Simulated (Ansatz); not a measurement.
# HF+ (doublet): energies up the ladder, part 1 of 2

Aim: energies up the ladder, for HF+ (doublet), with the cost of each level. Charge +1. Spin multiplicity 2.

Program: Ansatz 0.2.0. Level of theory: the levels named in each step. These are calculated values, not measurements.

**1. The structure to begin with**

Bond lengths: F1–H2 0.932 Å.

As a file:

```xyz
2

F     0.0000    0.0000    0.0000
H     0.0000    0.0000    0.9325
```

**2. A rough first relaxation, PBE-D4/def2-SVP**

input.yaml

```yaml
crystal:
  periodic: [false, false, false]
  atoms:
    - { symbol: F, position_ang: [0.0, 0.0, 0.0] }
    - { symbol: H, position_ang: [0.0, 0.0, 0.93246] }
magnetization:
  spin_polarized: true
  initial_magnetization: 1
total_charge: 1
basis:
  gaussian: { orbitals: def2-SVP }
hamiltonian:
  xc: pbe
  dispersion: d4
relax:
  f_tol: 0.03
  max_steps: 200
```

On the command line:

```sh
ansatz run input.yaml --threads 1 --pin off --max-ram 2560MiB --backend cpu --events-out ev --progress --plain --runs-dir out
```

The program printed, shortened:

```text
Warning: RAYON_NUM_THREADS=1 ignored (pool sized by the plan → 1); use --threads N
[...]
Functional definition: PBE
[...]
206 factors; their error is unknown
[...]
mean field -2712.24933070 eV, -99.6733244744 hartree, gradient 6.3e-5 eV, S^2 0.751253; 2 other end points of the search recorded, 0 dependent functions left out
[...]
reference -2712.24933716 eV, -99.6733247119 hartree; 5, 4 occupied and 14, 15 virtual orbitals, 206 factors
relax step   1: F+E_penalty+E_count = -2712.25008853 eV  Δ(F+E_penalty+E_count) = +0.000e0 eV  max|allowed force component| = 4.136e0 eV/Å  Δτ_max = 0.0000 Å  (36 SCF iters, accepted)
[...]
relax step   3: F+E_penalty+E_count = -2712.42915982 eV  Δ(F+E_penalty+E_count) = -2.760e-2 eV  max|allowed force component| = 8.747e-2 eV/Å  Δτ_max = 0.0192 Å  (21 SCF iters, accepted)
[...]
relax step   4: F+E_penalty+E_count = -2712.42928648 eV  Δ(F+E_penalty+E_count) = -1.267e-4 eV  max|allowed force component| = 1.201e-2 eV/Å  Δτ_max = 0.0017 Å  (20 SCF iters, accepted)
206 factors; their error is unknown
[...]
mean field -2712.42852427 eV, -99.6799097170 hartree, gradient 3.8e-6 eV, S^2 0.751489; 3 other end points of the search recorded, 0 dependent functions left out
[...]
reference -2712.42853200 eV, -99.6799100010 hartree; 5, 4 occupied and 14, 15 virtual orbitals, 206 factors
Total energy: -2712.42929421 eV, -99.6799380115 hartree
Atom 0 at    -0.000000    -0.000000    -0.049146 Å, force    -0.000000    -0.000000     0.012015 eV/Å
Atom 1 at     0.000000     0.000000     0.981606 Å, force     0.000000     0.000000    -0.012015 eV/Å
Dipole moment:     0.000000    -0.000000     0.504087 e Å
```

Wall time 0.76 s (1 thread of AMD EPYC 9R14 (Zen 4), shared host); peak memory 0.1 GiB.

Step by step:

| step | energy from step 1 (eV) | largest force component (eV/Å) |
| --- | --- | --- |
| 1 | 0.0000 | 4.1362 |
| 2 | -0.1515 | 1.4090 |
| 3 | -0.1791 | 0.0875 |
| 4 | -0.1792 | 0.0120 |

Step 1 is the start.

Before: Bond lengths: F1–H2 0.932 Å.

After: Bond lengths: F1–H2 1.031 Å.

**3. Relaxation, PBE0-D4/def2-TZVPP**

input.yaml

```yaml
crystal:
  periodic: [false, false, false]
  atoms:
    - { symbol: F, position_ang: [0.0, 0.0, -0.0491458] }
    - { symbol: H, position_ang: [0.0, 0.0, 0.9816058] }
magnetization:
  spin_polarized: true
  initial_magnetization: 1
total_charge: 1
basis:
  gaussian: { orbitals: def2-TZVPP }
hamiltonian:
  xc: pbe0
  dispersion: d4
relax:
  f_tol: 0.002
  max_steps: 150
```

On the command line:

```sh
ansatz run input.yaml --threads 1 --pin off --max-ram 2560MiB --backend cpu --events-out ev --progress --plain --runs-dir out
```

The program printed, shortened:

```text
Warning: RAYON_NUM_THREADS=1 ignored (pool sized by the plan → 1); use --threads N
[...]
Functional definition: PBE0
[...]
215 factors; their error is unknown
[...]
mean field -2715.97716607 eV, -99.8103198976 hartree, gradient 5.9e-5 eV, S^2 0.752217; 0 other end points of the search recorded, 0 dependent functions left out
[...]
reference -2715.97717340 eV, -99.8103201670 hartree; 5, 4 occupied and 40, 41 virtual orbitals, 215 factors
relax step   1: F+E_penalty+E_count = -2715.97777516 eV  Δ(F+E_penalty+E_count) = +0.000e0 eV  max|allowed force component| = 7.149e-1 eV/Å  Δτ_max = 0.0000 Å  (25 SCF iters, accepted)
[...]
relax step   4: F+E_penalty+E_count = -2715.98649717 eV  Δ(F+E_penalty+E_count) = -5.672e-6 eV  max|allowed force component| = 1.693e-2 eV/Å  Δτ_max = 0.0006 Å  (21 SCF iters, accepted)
[...]
relax step   5: F+E_penalty+E_count = -2715.98650154 eV  Δ(F+E_penalty+E_count) = -4.370e-6 eV  max|allowed force component| = 1.982e-5 eV/Å  Δτ_max = 0.0003 Å  (19 SCF iters, accepted)
215 factors; their error is unknown
mean field -2715.98589355 eV, -99.8106406266 hartree, gradient 7.5e-5 eV, S^2 0.752139; 1 other end points of the search recorded, 0 dependent functions left out
[...]
reference -2715.98590073 eV, -99.8106408904 hartree; 5, 4 occupied and 40, 41 virtual orbitals, 215 factors
Total energy: -2715.98650872 eV, -99.8106632335 hartree
Atom 0 at    -0.000000    -0.000000    -0.037289 Å, force    -0.000000    -0.000000     0.000020 eV/Å
Atom 1 at     0.000000     0.000000     0.969749 Å, force     0.000000     0.000000    -0.000020 eV/Å
Dipole moment:    -0.000000     0.000000     0.488875 e Å
```

It took 1.4 s on 1 thread of AMD EPYC 9R14 (Zen 4), shared host; peak memory 0.11 GiB.

The steps of the relaxation:

```csv
step,energy from step 1 (eV),largest force component (eV/Å)
1,0.0000,0.7149
2,-0.0068,0.3445
3,-0.0087,0.0257
4,-0.0087,0.0169
5,-0.0087,0.0000
```

Step 1 is the start.

Before: Bond lengths: F1–H2 1.031 Å.

After: Bond lengths: F1–H2 1.007 Å.

**4. Frequencies, PBE0-D4/def2-TZVPP**

input.yaml

```yaml
crystal:
  periodic: [false, false, false]
  atoms:
    - { symbol: F, position_ang: [0.0, 0.0, -0.0372894] }
    - { symbol: H, position_ang: [0.0, 0.0, 0.9697494] }
magnetization:
  spin_polarized: true
  initial_magnetization: 1
total_charge: 1
basis:
  gaussian: { orbitals: def2-TZVPP }
hamiltonian:
  xc: pbe0
  dispersion: d4
phonons: {}
```

On the command line:

```sh
ansatz run input.yaml --threads 1 --pin off --max-ram 2560MiB --backend cpu --events-out ev --progress --plain --runs-dir out
```

The program printed, shortened:

```text
Warning: RAYON_NUM_THREADS=1 ignored (pool sized by the plan → 1); use --threads N
[...]
[... 1 set-up line as earlier in the session ...]
[...]
215 factors; their error is unknown
[...]
mean field -2715.98589355 eV, -99.8106406266 hartree, gradient 2.5e-6 eV, S^2 0.752139; 0 other end points of the search recorded, 0 dependent functions left out
[...]
reference -2715.98590073 eV, -99.8106408904 hartree; 5, 4 occupied and 40, 41 virtual orbitals, 215 factors
[...]
215 factors; their error is unknown
[...]
mean field -2715.98589355 eV, -99.8106406266 hartree, gradient 1.1e-6 eV, S^2 0.752139; 0 other end points of the search recorded, 0 dependent functions left out
[...]
reference -2715.98590073 eV, -99.8106408904 hartree; 5, 4 occupied and 40, 41 virtual orbitals, 215 factors
[...]
215 factors; their error is unknown
[...]
reference -2715.98590073 eV, -99.8106408904 hartree; 5, 4 occupied and 40, 41 virtual orbitals, 215 factors
[...]
215 factors; their error is unknown
mean field -2715.98579127 eV, -99.8106368679 hartree, gradient 2.4e-6 eV, S^2 0.752147; 0 other end points of the search recorded, 0 dependent functions left out
[...]
reference -2715.98579847 eV, -99.8106371323 hartree; 5, 4 occupied and 40, 41 virtual orbitals, 215 factors
[...]
215 factors; their error is unknown
[...]
mean field -2715.98579030 eV, -99.8106368324 hartree, gradient 2.4e-6 eV, S^2 0.752131; 0 other end points of the search recorded, 0 dependent functions left out
[...]
reference -2715.98579747 eV, -99.8106370956 hartree; 5, 4 occupied and 40, 41 virtual orbitals, 215 factors
Total energy: -2715.98650872 eV, -99.8106632335 hartree
Atom 0 at     0.000000     0.000000    -0.037289 Å, force    -0.000000    -0.000000     0.000019 eV/Å
Atom 1 at     0.000000     0.000000     0.969749 Å, force     0.000000     0.000000    -0.000019 eV/Å
Dipole moment:    -0.000000     0.000000     0.488875 e Å
Vibrations: 3056.51 cm⁻¹, zero-point energy 0.189480 eV
```

It took 2 s on 1 thread of AMD EPYC 9R14 (Zen 4), shared host; peak memory 0.1 GiB.

Harmonic frequencies (cm⁻¹; negative: imaginary): 3057.

**5. Single point, PBE-D4/def2-TZVPP**

Edit input.yaml of step 4 so:

```diff
@@ -12,4 +12,3 @@
 hamiltonian:
-  xc: pbe0
+  xc: pbe
   dispersion: d4
-phonons: {}
```

On the command line:

```sh
ansatz run input.yaml --threads 1 --pin off --max-ram 2560MiB --backend cpu --events-out ev --progress --plain --runs-dir out
```

The program printed:

```text
Warning: RAYON_NUM_THREADS=1 ignored (pool sized by the plan → 1); use --threads N
Engine: ansatz 0.2.0, x86_64-unknown-linux-gnu
[... 1 set-up line as earlier in the session ...]
  parameter kappa = 0.804
  parameter beta = 0.06672455060314922
  exchange = pbe_x(kappa = kappa, mu = beta*pi^2/3)
  correlation = pbe_c(beta = beta)
215 factors; their error is unknown
mean field evaluation 1: about -2709.4480 eV, gradient 5.0e1 eV
mean field evaluation 2: about -2702.8116 eV, gradient 6.8e1 eV
mean field evaluation 4: about -2715.8165 eV, gradient 6.2e-1 eV
mean field evaluation 8: about -2715.8148 eV, gradient 1.4e-3 eV
mean field evaluation 16: about -2715.8150 eV, gradient 3.4e-4 eV
mean field -2715.81482382 eV, -99.8043539298 hartree, gradient 2.1e-5 eV, S^2 0.751671; 2 other end points of the search recorded, 0 dependent functions left out
reference -2715.81483382 eV, -99.8043542976 hartree; 5, 4 occupied and 40, 41 virtual orbitals, 215 factors
Total energy: -2715.81559467 eV, -99.8043822582 hartree
```

Wall time 0.33 s (1 thread of AMD EPYC 9R14 (Zen 4), shared host); peak memory 0.09 GiB.

**6. Single point, r2SCAN-D4/def2-TZVPP**

Edit input.yaml of step 5 so:

```diff
@@ -12,3 +12,3 @@
 hamiltonian:
-  xc: pbe
+  xc: r2scan
   dispersion: d4
```

On the command line:

```sh
ansatz run input.yaml --threads 1 --pin off --max-ram 2560MiB --backend cpu --events-out ev --progress --plain --runs-dir out
```

The program printed:

```text
Warning: RAYON_NUM_THREADS=1 ignored (pool sized by the plan → 1); use --threads N
[... 1 set-up line as earlier in the session ...]
Functional definition: r2SCAN
  parameter k0 = 0.174
  parameter k1 = 0.065
  parameter a1 = 4.9479
  exchange = r2scan_x(k0 = k0, k1 = k1, a1 = a1)
  correlation = r2scan_c
215 factors; their error is unknown
mean field evaluation 1: about -2712.1909 eV, gradient 4.6e1 eV
mean field evaluation 2: about -2710.4185 eV, gradient 5.1e1 eV
mean field evaluation 4: about -2717.4202 eV, gradient 4.6e-1 eV
mean field evaluation 8: about -2717.4178 eV, gradient 2.1e-3 eV
mean field -2717.41784588 eV, -99.8632639041 hartree, gradient 8.2e-5 eV, S^2 0.752793; 0 other end points of the search recorded, 0 dependent functions left out
reference -2717.41784833 eV, -99.8632639940 hartree; 5, 4 occupied and 40, 41 virtual orbitals, 215 factors
Total energy: -2717.41803217 eV, -99.8632707500 hartree
```

Wall time 0.5 s (1 thread of AMD EPYC 9R14 (Zen 4), shared host); peak memory 0.1 GiB.

**7. Single point, B3LYP-D4/def2-TZVPP**

Edit input.yaml of step 6 so:

```diff
@@ -12,3 +12,3 @@
 hamiltonian:
-  xc: r2scan
+  xc: { name: B3LYP }
   dispersion: d4
```

On the command line:

```sh
ansatz run input.yaml --threads 1 --pin off --max-ram 2560MiB --backend cpu --events-out ev --progress --plain --runs-dir out
```

The program printed:

```text
Warning: RAYON_NUM_THREADS=1 ignored (pool sized by the plan → 1); use --threads N
[... 1 set-up line as earlier in the session ...]
Functional definition: B3LYP
  parameter a0 = 0.2
  parameter ax = 0.72
  parameter ac = 0.81
  exchange = (1 - a0 - ax)*slater_x + ax*b88_x + a0*exact_x
  correlation = (1 - ac)*vwn_rpa_c + ac*lyp_c
215 factors; their error is unknown
mean field evaluation 1: about -2713.3782 eV, gradient 4.5e1 eV
mean field evaluation 2: about -2711.9167 eV, gradient 5.0e1 eV
mean field evaluation 4: about -2718.4602 eV, gradient 2.5e-1 eV
mean field evaluation 8: about -2718.4702 eV, gradient 1.7e-3 eV
mean field -2718.47020881 eV, -99.9019375286 hartree, gradient 1.5e-6 eV, S^2 0.751951; 0 other end points of the search recorded, 0 dependent functions left out
reference -2718.47029483 eV, -99.9019406896 hartree; 5, 4 occupied and 40, 41 virtual orbitals, 215 factors
Total energy: -2718.47149592 eV, -99.9019848290 hartree
```

Wall time 0.26 s (1 thread of AMD EPYC 9R14 (Zen 4), shared host); peak memory 0.092 GiB.

(Continued in part 2 of 2.)
